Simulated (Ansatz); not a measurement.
We consider zinc-blende MgS (metastable phase), described by rVV10 (Ansatz, an electronic-structure program, PAW).

Settings: plane-wave cutoff 520 eV, 10×10×10 k mesh, Fermi–Dirac smearing 0.01 eV, scalar-relativistic PAW data made under PBE.

Energies at three volumes about the minimum:

| V (Å³/atom) | E − E_lowest (meV/atom) |
|---|---|
| 22.495 | 1.69 |
| 22.955 | 0.00 |
| 23.414 | 1.56 |

Question: Fit a parabola by hand: where is the minimum, what lattice constant follows, and what is the bulk modulus?

Answer: Slopes: (0.00 − 1.69)/(22.955 − 22.495) = -3.674 and (1.56 − 0.00)/(23.414 − 22.955) = 3.399 meV/Å³. Curvature E″ = 2 × (3.399 − (-3.674))/(23.414 − 22.495) = 15.393 meV/Å⁶. From the middle of the first interval, the slope vanishes at V0 = 22.7250 − (-3.674)/15.393 = 22.964 Å³/atom. B = V0 E″ = 22.964 × 15.393 meV/Å³ × 0.1602 GPa per meV/Å³ = 56.6 GPa. With 8 atoms in the cube, a = (8 × 22.964)^(1/3) = 5.685 Å. The full Birch–Murnaghan fit to all volumes gives V0 = 22.956 Å³/atom and B0 = 56.7 GPa.
